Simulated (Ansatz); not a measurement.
## Sb: which structure is lowest?

The calculation used DFT, LDA (PW92), plane waves (420 eV) with PAW, scalar-relativistic in Ansatz 0.2.0. The PAW files were generated under PBE, with cores re-solved for the functional.

Each structure is relaxed within its own symmetry, so a high-lying one may be dynamically unstable.

**Question.** Rank these structures of antimony by energy per atom, lowest first.
A. simple cubic
B. diamond
C. dhcp
D. hcp
E. bcc
F. A15
G. A7 rhombohedral
H. omega (AlB2-type)
I. fcc

**Answer.** G (0 meV/atom), A (27 meV/atom), E (193 meV/atom), H (211 meV/atom), D (243 meV/atom), C (254 meV/atom), I (288 meV/atom), F (357 meV/atom), B (408 meV/atom).

```tsv
structure	ΔE (meV/atom)	V (Å³/atom)	cell	magnetic state
A7 rhombohedral	0	29.17	a = 4.291 Å, c = 10.976 Å (c/a = 2.558)	spin not included
simple cubic	27	28.06	a = 3.039 Å	spin not included
bcc	193	25.52	a = 3.710 Å	spin not included
omega (AlB2-type)	211	25.85	a = 5.315 Å, c = 3.171 Å (c/a = 0.597)	spin not included
hcp	243	25.63	a = 3.296 Å, c = 5.449 Å (c/a = 1.653)	spin not included
dhcp	254	25.67	a = 3.272 Å, c = 11.078 Å (c/a = 3.386)	spin not included
fcc	288	25.71	a = 4.685 Å	spin not included
A15	357	26.20	a = 5.940 Å	spin not included
diamond	408	39.70	a = 6.823 Å	spin not included
```

ΔE counts from A7 rhombohedral.

Differences under about 8 meV lie within the error of the k-point mesh.
